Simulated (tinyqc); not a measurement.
Inside a calculation. Method: MP2 on RHF in the sto-3g basis, for CH3-, spin multiplicity 1. The basis has no diffuse functions, so it cannot describe the extra electron: this is an exercise in the method, not the real anion. One step of it, computed by the program tinyqc.

Problem. Orthogonalisation. S = U s U^T; canonical form X = U s^(-1/2), so that X^T S X = 1. Each column of U has its largest component positive (the first on a tie).

overlap S, lower triangle:
```
,1C 1s,1C 2s,1C 2px,1C 2py,1C 2pz,2H 1s,3H 1s,4H 1s
1C 1s,1.000000
1C 2s,0.248362,1.000000
1C 2px,0.000000,0.000000,1.000000
1C 2py,0.000000,0.000000,0.000000,1.000000
1C 2pz,0.000000,0.000000,0.000000,0.000000,1.000000
2H 1s,0.073065,0.530787,0.489328,0.000000,-0.015816,1.000000
3H 1s,0.073139,0.531044,-0.244594,0.423963,-0.015827,0.172454,1.000000
4H 1s,0.073139,0.531044,-0.244594,-0.423963,-0.015827,0.172454,0.172424,1.000000
```

Give: eigenvalues of S; X.

Solution.

eigenvalues of S: 0.2201  0.3080  0.3084  0.9585  1.0012  1.5192  1.5195  2.1651

X:
```
,1,2,3,4,5,6,7,8
1C 1s,-0.3116,0.0000,-0.0004,0.9719,0.1636,0.0000,0.0000,0.1466
1C 2s,1.6486,0.0000,0.0013,-0.0292,0.0233,0.0000,0.0000,0.4301
1C 2px,-0.0013,0.0000,1.1792,0.0001,0.0000,0.6132,0.0000,0.0000
1C 2py,0.0000,1.1799,0.0000,0.0000,0.0000,0.0000,0.6131,0.0000
1C 2pz,-0.0462,0.0000,0.0000,-0.1724,0.9846,0.0000,0.0000,-0.0119
2H 1s,-0.7571,0.0000,-1.1120,-0.1507,-0.0255,0.4338,0.0000,0.2917
3H 1s,-0.7594,-0.9628,0.5549,-0.1508,-0.0255,-0.2168,0.3756,0.2917
4H 1s,-0.7594,0.9628,0.5549,-0.1508,-0.0255,-0.2168,-0.3756,0.2917
```
